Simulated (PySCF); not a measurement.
Start geometry of `CCCNC=O` from MMFF94s (Å):
```
atom  x, y, z in Å
C1    -1.778   -0.242    0.558
C2    -0.936    0.427   -0.519
C3     0.319   -0.371   -0.865
N4     1.252   -0.446    0.239
C5     2.161    0.549    0.493
O6     2.294    1.579   -0.151
H7    -1.232   -0.315    1.504
H8    -2.688    0.339    0.740
H9    -2.076   -1.251    0.253
H10   -0.666    1.436   -0.188
H11   -1.546    0.536   -1.423
H12    0.824    0.094   -1.719
H13    0.060   -1.398   -1.145
H14    1.229   -1.252    0.850
H15    2.784    0.318    1.373
```

What comes out of this run: PBE0-D3(BJ)/def2-SVP geometry optimisation, gas phase (PySCF)?

```
atom  x, y, z in Å
C1    -1.750   -0.293    0.549
C2    -0.945    0.397   -0.539
C3     0.347   -0.329   -0.899
N4     1.280   -0.439    0.204
C5     2.068    0.595    0.584
O6     2.096    1.679    0.049
H7    -1.174   -0.363    1.486
H8    -2.676    0.255    0.774
H9    -2.034   -1.317    0.254
H10   -0.682    1.423   -0.232
H11   -1.549    0.494   -1.457
H12    0.854    0.206   -1.717
H13    0.128   -1.348   -1.256
H14    1.321   -1.293    0.742
H15    2.715    0.333    1.458
```

The energy falls by 3.9 kJ/mol over 8 energy and gradient evaluations, the largest force component goes from 0.0201 to 3.7e-04 Eh/bohr, and the atoms move by 0.080 Å rms after alignment. Among the bonds, N4–C5 and C5–H15 change most and about equally (-0.016 to +0.015 Å). Bonds longer at the end by more than 0.005 Å: 8 of 14; shorter: 2. Among the angles that change most is C3–C2–H10, from 110.3° to 107.9°. Rotational constants go from 7224, 1972, 1898 to 6836, 2052, 1984 MHz. The orientation of the end geometry is arbitrary; only internal coordinates are fixed.

The run used 129 basis functions and 57 SCF cycles in all. The force-field search had found conformers at 0.0, 0.3 kcal/mol (up to eight listed); the lowest was the start. Time: 51 s. Hardware: one thread, x86-64 server (shared host).

No frequency check. One conformer, not necessarily the lowest.
